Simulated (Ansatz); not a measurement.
# C5H9N: the cost of one run

The runs use Ansatz 0.2.0, Gaussian basis; the settings change from run to run.

### 1 The molecule

An earlier PBE0-D4 in a triple-zeta def2 set relaxation fixed the geometry.

SMILES `CCCCC#N`, 15 atoms, charge 0, spin multiplicity 1.

Atoms are counted from 1 here; the program's logs count them from 0.

Bond lengths: C1–C2 1.518 Å, C1–H7 1.092 Å, C1–H8 1.093 Å, C1–H9 1.094 Å, C2–C3 1.519 Å, C2–H10 1.095 Å, C2–H11 1.096 Å, C3–C4 1.529 Å, C3–H12 1.095 Å, C3–H13 1.095 Å, C4–C5 1.455 Å, C4–H14 1.095 Å, C4–H15 1.094 Å, C5–N6 1.150 Å. Angles: C2–C1–H7 111.3°, C2–C1–H8 111.1°, C2–C1–H9 111.3°, H7–C1–H8 107.6°, H7–C1–H9 107.7°, H8–C1–H9 107.6°, C1–C2–C3 112.5°, C1–C2–H10 109.8°, C1–C2–H11 109.8°, C3–C2–H10 109.2°, C3–C2–H11 109.2°, H10–C2–H11 106.2°, C2–C3–C4 113.4°, C2–C3–H12 109.9°, C2–C3–H13 109.8°, C4–C3–H12 107.8°, C4–C3–H13 109.1°, H12–C3–H13 106.6° and more.

### 2 wB97X-V/def2-TZVP

This run has multiplicity 3.

File in.yaml:

```yaml
crystal:
  periodic: [false, false, false]
  atoms:
    - {symbol: C, position_ang: [-1.124967, 1.203051, -1.342418]}
    - {symbol: C, position_ang: [-0.762750, 0.355042, -0.136347]}
    - {symbol: C, position_ang: [0.541356, -0.399801, -0.328199]}
    - {symbol: C, position_ang: [0.929524, -1.258292, 0.876432]}
    - {symbol: C, position_ang: [1.161560, -0.465309, 2.073935]}
    - {symbol: N, position_ang: [1.343474, 0.180511, 3.007572]}
    - {symbol: H, position_ang: [-2.066059, 1.734045, -1.186396]}
    - {symbol: H, position_ang: [-0.352370, 1.949969, -1.543954]}
    - {symbol: H, position_ang: [-1.234259, 0.589431, -2.241096]}
    - {symbol: H, position_ang: [-0.684908, 0.989413, 0.752769]}
    - {symbol: H, position_ang: [-1.566791, -0.361504, 0.068323]}
    - {symbol: H, position_ang: [0.464953, -1.059941, -1.198079]}
    - {symbol: H, position_ang: [1.350888, 0.305719, -0.540073]}
    - {symbol: H, position_ang: [0.140143, -1.983440, 1.098487]}
    - {symbol: H, position_ang: [1.838406, -1.829693, 0.668443]}
basis:
  gaussian: {orbitals: def2-TZVP}
magnetization: {spin_polarized: true, initial_magnetization: 2}
hamiltonian: {xc: {name: wB97X-V}}
```

Command:

```bash
$ ansatz run in.yaml --threads 2 --pin off --events-out ev --progress --plain --max-ram 22528MiB --backend cpu
```

**Question.** How long does this run take on 2 threads of AMD EPYC 7R13, shared host, and how much memory does it need?

About 89 s, with a peak of 1.5 GiB.
